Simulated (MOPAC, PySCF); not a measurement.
H4Si, SMILES `[SiH4]`, neutral singlet in the gas phase. 

Cartesian coordinates (Å):
```xyz
5

Si     0.0000     0.0000     0.0000
H     -0.0128     1.0568    -1.0403
H     -0.9993    -1.0414    -0.3409
H      1.3491    -0.6123     0.0661
H     -0.3370     0.5968     1.3151
```
Charge 0, multiplicity 1.

All levels are single points at this geometry (r2SCAN-D4/def2-TZVP); Pople sets use spherical d functions. Orbital energies aren't observables, and empty levels follow the basis.

r2SCAN-D4/def2-TZVP in PySCF gives dipole (D) = 0.00.

Q: Estimate the dipole (D) from each of these levels: B3LYP/3-21G in PySCF; M06-2X/6-31G* in PySCF; HF/3-21G in PySCF; HF/STO-3G in PySCF; PM6 in MOPAC.

A: 
```
level                   dipole (D)
----------------------  ----------
B3LYP/3-21G in PySCF          0.00
M06-2X/6-31G* in PySCF        0.00
HF/3-21G in PySCF             0.00
HF/STO-3G in PySCF            0.00
PM6 in MOPAC                  0.00
```
